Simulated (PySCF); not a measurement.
# Static response to an electric field

Compound: MgF2.
Cartesian coordinates in Å at the PBE0-D3(BJ)/def2-SVP level; atoms count from 1:
```
atom  x, y, z in Å
Mg1   -0.0012   -0.0007    0.0000
F2     0.0020    0.0020    1.7526
F3    -0.0008   -0.0013   -1.7526
```

Level: B3LYP/def2-SVPD (PySCF), static field, nuclei fixed, core orbitals frozen in the response. The polarisability tensor in these axes (au):

```
x   17.01  0.00  0.00
y    0.00 17.01  0.00
z    0.00  0.00 20.16
```

**Question.** What are the eigenvalues, a third of the trace, and Δα (Δα² = ½Σ(αi − αj)² over the three pairs)?

**Answer.** Principal values 17.01, 17.01 and 20.16 au; mean 18.06 au = 2.68 Å³ = 2.98 × 10⁻⁴⁰ C²·m²/J; Δα = 3.15 au (17 % of the mean).

**Question.** What is the dipole moment?

**Answer.** 0.01 D; point group D∞h allows none, and the residue is numerical.

**Question.** Form Σ f/ω² (atomic units) for the 10 lowest TDDFT singlets, given as eV and f, and set it beside the mean polarisability, which is this sum over all singlets: 6.66, 0.0000; 6.66, 0.0000; 6.84, 0.0704; 6.84, 0.0704; 7.44, 0.1037; 7.93, 0.0000; 8.71, 0.0000; 8.71, 0.0000; 8.71, 0.0000; 8.81, 0.0000.

**Answer.** They add up to 3.61 au, 20.0 % of the 18.06 au; the largest single term is 1.39 au, from the state at 7.44 eV. Terms in order: 0.00, 0.00, 1.11, 1.11, 1.39, 0.00, 0.00, 0.00, 0.00, 0.00 au. Higher excitations give the rest. The strengths listed sum to 0.244.

**Question.** Traceless (Buckingham) quadrupole moment about the centre of nuclear charge: eigenvalues?

**Answer.** -18.64, 9.32, 9.32 D·Å. The electronic extent ⟨r²⟩ about the same centre is 247 bohr², a root-mean-square distance of 1.52 Å for the 30 electrons.

**Question.** Estimate the molar refractivity from the static electronic polarisability.

**Answer.** Lorentz–Lorenz: R = (4π/3)N_A α = 2.5225 cm³/(mol·Å³) × 2.68 Å³ = 6.8 cm³/mol, in the limit of long wavelengths.

Geometry: PBE0-D3(BJ)/def2-SVP; no solvent, vibrations or thermal averaging.
